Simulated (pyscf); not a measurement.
Optimised with ωB97X-D3(BJ)/def2-SVP in PySCF. MP2 and CC: frozen core, UHF for open shells. ΔMP2 is the change of the MP2 total energy from the triple- to the quadruple-zeta basis.

### Question
What is the homolytic dissociation enthalpy (298 K, CCSD(T)/def2-TZVPP + ΔMP2(QZVPP)) of the F–Zr bond of O=Zr(F)–Cl (SMILES [O]=[Zr]([F])[Cl]), to [O=Zr–Cl]• + F•?

### Answer
F–Zr to [O=Zr–Cl]• + F•: 151.7 kcal/mol. The radicals are drawn with the spin at the cut bond; how far it spreads was not checked. The CCSD(T) − MP2 part came from Ansatz, without density fitting, on the same reference. The frozen core leaves the outer d or s,p core shells of the metals and heavy elements correlated in the MP2 and CC values, and def2-TZVPP describes them poorly, which can shift differences by a few kcal/mol. Left out: the spin-orbit lowering of F. Open-shell species with a d-block atom are single-reference here; other states, and whether the spin sits on metal or ligand, were not checked. Elements past Kr carry the def2 core potentials, without spin-orbit coupling.
